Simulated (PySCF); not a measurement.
# C₄H₇F: geometry, NMR shifts, spin-spin couplings, electronic excitations and core binding energies

Wanted: the NMR shifts, spin-spin couplings, electronic excitations and core binding energies of C₄H₇F (`C/C=C\CF`), by calculation.

The runs use PySCF 2.14.0, with density-fitted response routines of our own; the level of theory stands in each step. All values are computed, except where a source is named. Atoms are numbered from 0 throughout.

### Step 1. The molecule as given

12 atoms, charge 0, multiplicity 1; geometry from: MMFF94s. The atoms were then displaced at random by about 0.03 Å, so the start is not that level's minimum.

Bonds of the start (Å): C0–C1 1.48, C1–C2 1.30, C2–C3 1.57, C3–F4 1.30, C0–H5 1.17, C0–H6 1.02, C0–H7 1.09, C1–H8 1.12, C2–H9 1.14, C3–H10 0.98, C3–H11 1.14.

### Step 2. Optimising the geometry at PBE0-D3(BJ)/def2-SVP

The job: settings as JSON, then the geometry in Å.

```
{"job": {"xc": "PBE0", "basis": "def2-SVP", "d3": "d3bj", "grid": 1, "shake": 0.03, "kind": "geom"}, "charge": 0, "multiplicity": 1}
C     -1.491480    -0.168220    -0.559870
C     -0.559410     0.869390    -0.066500
C      0.658180     0.620250     0.298750
C      1.522660    -0.683220     0.355980
F      2.054380    -0.846320     1.529150
H     -1.929650     0.253020    -1.557260
H     -1.128010    -1.108470    -0.690540
H     -2.358700    -0.119950     0.097240
H     -0.893680     1.931070     0.054990
H      1.316040     1.454900     0.703420
H      2.155560    -0.743670    -0.392910
H      0.769580    -1.541530     0.278560
```

Launch:

```
$ OMP_NUM_THREADS=1 python probes_run.py task.json out
```

The driver reads the jobs from task.json and runs them one after another.

**Question.** This job is followed by: GIAO PBE0/pcSseg-1 NMR shielding, non-relativistic, gas phase; B3LYP/pcJ-1 indirect spin-spin coupling, non-relativistic, gas phase; TDDFT CAM-B3LYP/def2-SVPD, vertical, gas phase, core orbitals frozen in the response; GIAO PBE0/pcSseg-2 NMR shielding, non-relativistic, gas phase; delta-SCF UKS SCAN, pcX-2 on the ionised atom, pcseg-1 elsewhere, spin-free X2C. What will the session give for the following? point group; rotational constants (main isotopes); ¹³C shifts against TMS (PBE0/pcSseg-1); ¹H shifts against TMS (PBE0/pcSseg-1, means over atoms taken as alike); ¹⁹F shifts against CFCl3 (PBE0/pcSseg-1); surface potential, 1st and 99th percentile; largest coupling of the table (B3LYP/pcJ-1); lowest singlet (CAM-B3LYP/def2-SVPD); brightest single state of those computed; lowest triplet; vertical ionisation energy (ΔSCF); C1s binding energies, SCAN/pcX-2; F1s binding energies, SCAN/pcX-2; range of the shift of C1.

**Answer**, as computed:

| quantity | value |
| --- | --- |
| point group | C1 |
| rotational constants (main isotopes) | 13.46, 2.49, 2.26 GHz |
| ¹³C shifts against TMS (PBE0/pcSseg-1) | 135.4, 135.2, 78.8, 15.7 ppm |
| ¹H shifts against TMS (PBE0/pcSseg-1, means over atoms taken as alike) | 5.93, 5.72, 5.02, 1.74 ppm |
| ¹⁹F shifts against CFCl3 (PBE0/pcSseg-1) | -241.5 ppm |
| surface potential, 1st and 99th percentile | -1.18 V and 1.00 V |
| largest coupling of the table (B3LYP/pcJ-1) | ¹J(C,F) C3–F4, -229.0 Hz |
| lowest singlet (CAM-B3LYP/def2-SVPD) | 7.12 eV (174 nm), f = 0.123 |
| brightest single state of those computed | state 2, 7.22 eV, f = 0.322 |
| lowest triplet | 4.29 eV |
| vertical ionisation energy (ΔSCF) | 9.75 eV |
| C1s binding energies, SCAN/pcX-2 | C3 293.07, C0 291.07, C1 290.69, C2 290.44 eV |
| F1s binding energies, SCAN/pcX-2 | F4 692.15 eV |
| range of the shift of C1 | 135.2 to 139.7 ppm |

In words: The start was shaken at random, so part of the energy gained undoes that. Relaxing lowered the energy by 1.075 eV in 8 steps; the close pair that moved most is C3–H10, from 0.982 to 1.106 Å. At PBE0/pcSseg-1: Shielding is most anisotropic at C1 (span 222 ppm, paramagnetic term -207 ppm). Of the pairs tabulated at B3LYP/pcJ-1, C3–F4 couples most strongly (-229.0 Hz; Fermi contact -280.7 Hz). Couplings across rotatable bonds belong to this one conformer; where others are populated, the observed values are averages. The first singlet state (HOMO→LUMO+1 0.57, HOMO→LUMO 0.27) lies at 7.12 eV and is bright; of the 10 states computed, the strongest absorption comes from state 2 at 7.22 eV. The lowest triplet lies 2.83 eV below the lowest singlet (triplets in Tamm-Dancoff, singlets in full TDDFT). At CAM-B3LYP/def2-SVPD, the highest states lie near or above the ionisation energy, where they hang on the basis. ΔSCF puts the ionisation energy at 9.75 eV, 0.94 eV above −ε(HOMO). Across the 2 runs the shift of C1 moves most, between 135.2 (PBE0/pcSseg-1) and 139.7 ppm (PBE0/pcSseg-2).
